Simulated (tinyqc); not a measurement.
Worked calculation (part 2 of 2): UHF in the sto-6g basis, for CH2, spin multiplicity 3. Computed by tinyqc, a small Python program that keeps every step (integrals from PySCF). Command: `OMP_NUM_THREADS=1 python tinyqc.py 29035 29036 out.jsonl` (the two numbers bound the seeds that draw the settings). One thread of a shared host (Intel(R) Xeon(R) Processor @ 2.60GHz), about 0.2 s of CPU time with the checks.

Geometry (angstrom):
```
atom         x          y         z
C     0.000000   0.000000  0.000000
H     0.000000   1.258000  0.597000
H     0.000000  -1.292000  0.613000
```

## Iteration 2: DIIS over 2 matrices

error matrix X^T (FDS - SDF) X (alpha):
```
           1          2         3          4          5          6          7
1   0.000000  -0.010859  0.000000  -0.000674  -0.015033   0.018619   0.017669
2   0.010859   0.000000  0.000000   0.000865   0.040188  -0.050936  -0.049952
3   0.000000   0.000000  0.000000   0.000000   0.000000   0.000000   0.000000
4   0.000674  -0.000865  0.000000   0.000000  -0.000273  -0.011315   0.011632
5   0.015033  -0.040188  0.000000   0.000273   0.000000  -0.002515  -0.002867
6  -0.018619   0.050936  0.000000   0.011315   0.002515   0.000000   0.000553
7  -0.017669   0.049952  0.000000  -0.011632   0.002867  -0.000553   0.000000
```

B (overlaps of the stored error matrices):
```
               1              2
1  5.7933404e-01  2.0770643e-02
2  2.0770643e-02  2.3609035e-02
```

Minimise |sum c_i e_i|^2 with sum c_i = 1: solve [B -1; -1 0][c; lambda] = [0; -1] with B_ij = tr e_i^T e_j summed over both spins, and take F = sum c_i F_i.

DIIS coefficients: 0.005056  0.994944

extrapolated F(alpha) (hartree), lower triangle:
```
             1C 1s      1C 2s     1C 2px     1C 2py     1C 2pz      2H 1s      3H 1s
1C 1s   -11.181755
1C 2s    -2.885624  -1.449194
1C 2px    0.000000   0.000000  -0.367384
1C 2py   -0.000210  -0.004158   0.000000  -0.172224
1C 2pz   -0.003558   0.084401   0.000000  -0.004717  -0.288082
2H 1s    -0.388466  -0.486778   0.000000  -0.322979  -0.167102  -0.273528
3H 1s    -0.356633  -0.461326   0.000000   0.313620  -0.162883  -0.066762  -0.254846
```

extrapolated F(beta) (hartree), lower triangle:
```
             1C 1s      1C 2s    1C 2px     1C 2py     1C 2pz      2H 1s      3H 1s
1C 1s   -11.123736
1C 2s    -2.831667  -1.052916
1C 2px    0.000000   0.000000  0.373631
1C 2py   -0.000202  -0.006846  0.000000  -0.046543
1C 2pz   -0.004531  -0.182791  0.000000  -0.001818   0.298461
2H 1s    -0.379562  -0.450417  0.000000  -0.313202  -0.143897  -0.287522
3H 1s    -0.348371  -0.428319  0.000000   0.304499  -0.139564  -0.059797  -0.271891
```

## Iteration 2: diagonalisation and new density

X, lower triangle:
```
            1C 1s      1C 2s    1C 2px     1C 2py     1C 2pz      2H 1s     3H 1s
1C 1s    1.024662
1C 2s   -0.137577   1.122043
1C 2px   0.000000   0.000000  1.000000
1C 2py  -0.000465   0.005339  0.000000   1.090212
1C 2pz  -0.004974   0.043912  0.000000   0.002169   1.019510
2H 1s    0.018493  -0.198300  0.000000  -0.192439  -0.088047   1.108841
3H 1s    0.017750  -0.184723  0.000000   0.181805  -0.082841  -0.015910  1.097265
```

Diagonalise F' = X^T F X, C = X C', fill 5 alpha and 3 beta electrons from the bottom; D(s) = C_occ C_occ^T. Each column has its largest component positive (the first on a tie).

F' = X^T F X (alpha) (hartree), lower triangle:
```
            1          2          3          4          5          6          7
1  -10.976913
2   -1.467612  -0.787703
3    0.000000   0.000000  -0.367384
4   -0.000748   0.004388   0.000000   0.041272
5   -0.031911   0.183094   0.000000  -0.000663  -0.234506
6   -0.020833  -0.310754   0.000000  -0.339854  -0.175867  -0.012429
7   -0.013871  -0.293901   0.000000   0.328439  -0.170376  -0.022082  -0.016631
```

orbital energies (alpha) (hartree): MO1 -11.184734, MO2 -0.813250, MO3 -0.448618, MO4 -0.388075, MO5 -0.367384, MO6 0.349573, MO7 0.498194

coefficients C (alpha):
```
              MO1        MO2        MO3        MO4       MO5        MO6        MO7
1C 1s    0.995453  -0.239702   0.006102   0.040614  0.000000   0.138988  -0.012362
1C 2s    0.018913   0.877356  -0.032608  -0.234640  0.000000  -0.722480   0.071442
1C 2px   0.000000   0.000000   0.000000   0.000000  1.000000   0.000000   0.000000
1C 2py   0.000122   0.005703   0.565387  -0.037003  0.000000   0.066053   0.966050
1C 2pz   0.001036  -0.111609   0.057088   0.836528  0.000000  -0.581688   0.045993
2H 1s   -0.003222   0.189758   0.454028   0.266476  0.000000   0.668220  -0.744677
3H 1s   -0.003024   0.176989  -0.422530   0.328619  0.000000   0.758696   0.620581
```

F' = X^T F X (beta) (hartree), lower triangle:
```
            1          2         3          4          5          6          7
1  -10.923773
2   -1.471005  -0.359935
3    0.000000   0.000000  0.373631
4   -0.000411   0.002174  0.000000   0.181343
5    0.001679  -0.094289  0.000000   0.002220   0.343253
6   -0.019330  -0.320096  0.000000  -0.348602  -0.147633  -0.039026
7   -0.012362  -0.304455  0.000000   0.337148  -0.141748  -0.022198  -0.044839
```

orbital energies (beta) (hartree): MO1 -11.125410, MO2 -0.594422, MO3 -0.414143, MO4 0.264254, MO5 0.373631, MO6 0.449769, MO7 0.576975

coefficients C (beta):
```
              MO1        MO2        MO3        MO4       MO5        MO6        MO7
1C 1s    0.996674  -0.185303  -0.006156  -0.185196  0.000000  -0.085881  -0.011618
1C 2s    0.013975   0.633799   0.025430   0.850360  0.000000   0.472285   0.067843
1C 2px   0.000000   0.000000   0.000000   0.000000  1.000000   0.000000   0.000000
1C 2py   0.000101   0.016780  -0.482678  -0.018237  0.000000  -0.073714   1.009780
1C 2pz   0.001254   0.171688   0.007708  -0.478177  0.000000   0.890901   0.063862
2H 1s   -0.002480   0.374292  -0.478929  -0.464185  0.000000  -0.486001  -0.702206
3H 1s   -0.002324   0.339770   0.511518  -0.480784  0.000000  -0.573836   0.584001
```

D(alpha) after iteration 2, lower triangle:
```
            1C 1s      1C 2s    1C 2px     1C 2py    1C 2pz      2H 1s     3H 1s
1C 1s    1.050071
1C 2s   -0.201206   0.826230
1C 2px   0.000000   0.000000  1.000000
1C 2py   0.000702  -0.004748  0.000000   0.321064
1C 2pz   0.062107  -0.296045  0.000000   0.000686  0.715496
2H 1s   -0.035099   0.089094  0.000000   0.247923  0.227652   0.313169
3H 1s   -0.034667   0.091896  0.000000  -0.250044  0.231021  -0.070677  0.317856
```

D(beta) after iteration 2, lower triangle:
```
            1C 1s      1C 2s    1C 2px     1C 2py    1C 2pz      2H 1s     3H 1s
1C 1s    1.027733
1C 2s   -0.103673   0.402544
1C 2px   0.000000   0.000000  0.000000
1C 2py  -0.000037  -0.001638  0.000000   0.233259
1C 2pz  -0.030612   0.109029  0.000000  -0.000840  0.029538
2H 1s   -0.068880   0.225012  0.000000   0.237449  0.060567   0.369474
3H 1s   -0.068425   0.228321  0.000000  -0.241197  0.062274  -0.117802  0.377099
```

## Iteration 16 (converged): orbitals

converged F(alpha) (hartree), lower triangle:
```
             1C 1s      1C 2s     1C 2px     1C 2py     1C 2pz      2H 1s      3H 1s
1C 1s   -11.139001
1C 2s    -2.874405  -1.468471
1C 2px    0.000000   0.000000  -0.354622
1C 2py   -0.000107  -0.001484   0.000000  -0.180035
1C 2pz   -0.002788   0.059011   0.000000  -0.001947  -0.263935
2H 1s    -0.387672  -0.477303   0.000000  -0.319521  -0.175625  -0.250874
3H 1s    -0.355926  -0.451665   0.000000   0.308715  -0.171875  -0.061502  -0.222835
```

converged F(beta) (hartree), lower triangle:
```
             1C 1s      1C 2s    1C 2px     1C 2py     1C 2pz      2H 1s      3H 1s
1C 1s   -11.076556
1C 2s    -2.817248  -1.054145
1C 2px    0.000000   0.000000  0.394061
1C 2py   -0.000150  -0.009776  0.000000   0.008164
1C 2pz   -0.005071  -0.161575  0.000000  -0.003414   0.330601
2H 1s    -0.377544  -0.449849  0.000000  -0.305615  -0.129895  -0.295320
3H 1s    -0.346485  -0.427477  0.000000   0.297986  -0.125487  -0.050869  -0.290076
```

As before.

F' = X^T F X (alpha) (hartree), lower triangle:
```
            1          2          3          4          5          6         7
1  -10.935610
2   -1.456891  -0.822536
3    0.000000   0.000000  -0.354622
4   -0.000997   0.007474   0.000000   0.030164
5   -0.027576   0.156510   0.000000   0.002439  -0.208337
6   -0.023163  -0.298439   0.000000  -0.338259  -0.184675   0.009788
7   -0.016075  -0.282408   0.000000   0.325310  -0.179489  -0.018363  0.015682
```

orbital energies (alpha) (hartree): MO1 -11.141963, MO2 -0.818350, MO3 -0.438791, MO4 -0.367592, MO5 -0.354622, MO6 0.355151, MO7 0.500696

coefficients C (alpha):
```
              MO1        MO2        MO3        MO4       MO5        MO6        MO7
1C 1s    0.995450  -0.244112   0.006886   0.047690  0.000000   0.128748  -0.011522
1C 2s    0.018909   0.899831  -0.036443  -0.262167  0.000000  -0.684582   0.067411
1C 2px   0.000000   0.000000   0.000000   0.000000  1.000000   0.000000   0.000000
1C 2py   0.000103   0.003137   0.583148  -0.036810  0.000000   0.057149   0.956027
1C 2pz   0.000985  -0.066478   0.045599   0.835264  0.000000  -0.591276   0.046913
2H 1s   -0.003152   0.168558   0.445485   0.273179  0.000000   0.672173  -0.748939
3H 1s   -0.002968   0.154733  -0.406501   0.323053  0.000000   0.765167   0.632106
```

F' = X^T F X (beta) (hartree), lower triangle:
```
            1          2         3          4          5          6          7
1  -10.878161
2   -1.461524  -0.364061
3    0.000000   0.000000  0.394061
4    0.000063  -0.001136  0.000000   0.239044
5   -0.001384  -0.074484  0.000000   0.000478   0.373595
6   -0.019118  -0.319530  0.000000  -0.345935  -0.138732  -0.052467
7   -0.012225  -0.302937  0.000000   0.334776  -0.132293  -0.011870  -0.069674
```

orbital energies (beta) (hartree): MO1 -11.078163, MO2 -0.589330, MO3 -0.407424, MO4 0.260446, MO5 0.394061, MO6 0.464460, MO7 0.598286

coefficients C (beta):
```
              MO1        MO2        MO3        MO4       MO5        MO6        MO7
1C 1s    0.996736  -0.186212  -0.003571  -0.186912  0.000000  -0.079553  -0.010339
1C 2s    0.013722   0.636992   0.014775   0.866907  0.000000   0.437944   0.061833
1C 2px   0.000000   0.000000   0.000000   0.000000  1.000000   0.000000   0.000000
1C 2py   0.000097   0.016197  -0.438367  -0.023160  0.000000  -0.070558   1.029921
1C 2pz   0.001267   0.142569   0.003423  -0.427555  0.000000   0.921586   0.059237
2H 1s   -0.002443   0.374268  -0.503220  -0.502440  0.000000  -0.457480  -0.677632
3H 1s   -0.002296   0.348585   0.542313  -0.514088  0.000000  -0.528020   0.565583
```

D(alpha) after iteration 16, lower triangle:
```
            1C 1s      1C 2s    1C 2px     1C 2py    1C 2pz      2H 1s     3H 1s
1C 1s    1.052833
1C 2s   -0.213590   0.880114
1C 2px   0.000000   0.000000  1.000000
1C 2py   0.001597  -0.008776  0.000000   0.341427
1C 2pz   0.057357  -0.280441  0.000000  -0.004364  0.704165
2H 1s   -0.028189   0.063761  0.000000   0.250257  0.237281   0.301506
3H 1s   -0.028119   0.069297  0.000000  -0.248457  0.241009  -0.066748  0.293558
```

D(beta) after iteration 16, lower triangle:
```
            1C 1s     1C 2s    1C 2px     1C 2py    1C 2pz      2H 1s     3H 1s
1C 1s    1.028170
1C 2s   -0.104991  0.406165
1C 2px   0.000000  0.000000  0.000000
1C 2py  -0.001354  0.003842  0.000000   0.192428
1C 2pz  -0.025297  0.090883  0.000000   0.000809  0.020339
2H 1s   -0.070331  0.230937  0.000000   0.226657  0.051633   0.393313
3H 1s   -0.069136  0.230027  0.000000  -0.232086  0.051551  -0.142433  0.415620
```

## Convergence

Stop when the energy changes by less than 1e-09 hartree and every element of the error matrix X^T (F D S - S D F) X (for each spin) is below 9e-06.

Course of the cycle:
```
iteration   E (hartree)     change  largest element of the error matrix
1          -38.40706231          -                             2.17e-01
2          -38.68592820  -2.79e-01                             5.09e-02
3          -38.69875047  -1.28e-02                             1.53e-02
4          -38.70083112  -2.08e-03                             3.43e-03
5          -38.70098048  -1.49e-04                             1.81e-03
6          -38.70102096  -4.05e-05                             1.20e-03
7          -38.70105853  -3.76e-05                             7.60e-04
8          -38.70107973  -2.12e-05                             1.84e-04
9          -38.70108038  -6.50e-07                             1.06e-04
10         -38.70108061  -2.29e-07                             6.98e-05
11         -38.70108083  -2.18e-07                             4.16e-05
12         -38.70108089  -5.58e-08                             2.13e-05
13         -38.70108089  -5.01e-09                             1.26e-05
14         -38.70108089  -2.45e-09                             9.52e-06
15         -38.70108089  -2.26e-09                             5.81e-06
16         -38.70108090  -6.35e-10                             3.57e-06
```

PySCF UHF in the same basis, after a stability check = -38.70108090 hartree

Converged in 16 iterations.

## Populations, bond orders and dipole

overlap S, lower triangle:
```
           1C 1s     1C 2s    1C 2px     1C 2py    1C 2pz     2H 1s     3H 1s
1C 1s   1.000000
1C 2s   0.243228  1.000000
1C 2px  0.000000  0.000000  1.000000
1C 2py  0.000000  0.000000  0.000000   1.000000
1C 2pz  0.000000  0.000000  0.000000   0.000000  1.000000
2H 1s   0.032322  0.333866  0.000000   0.319143  0.151453  1.000000
3H 1s   0.029651  0.316899  0.000000  -0.306068  0.145217  0.047960  1.000000
```

Mulliken: Z minus the diagonal of D S on the atom; Loewdin: the same with S^(1/2) D S^(1/2); Mayer order: 2 sum_s sum (D(s) S)_ij (D(s) S)_ji over the two atoms.

Charges (e):
```
atom   Mulliken    Loewdin  Mulliken spin
1C    -0.043366  -0.023073       2.242609
2H     0.024047   0.013291      -0.106981
3H     0.019319   0.009783      -0.135628
```

Mayer bond orders:
```
pair     order
2-1   0.950867
3-1   0.944122
3-2   0.037110
```

dipole moment about the origin, x y z (debye): 0.000000  0.014545  0.208856

<S^2> of the determinant (pure state: 2) = 2.044002
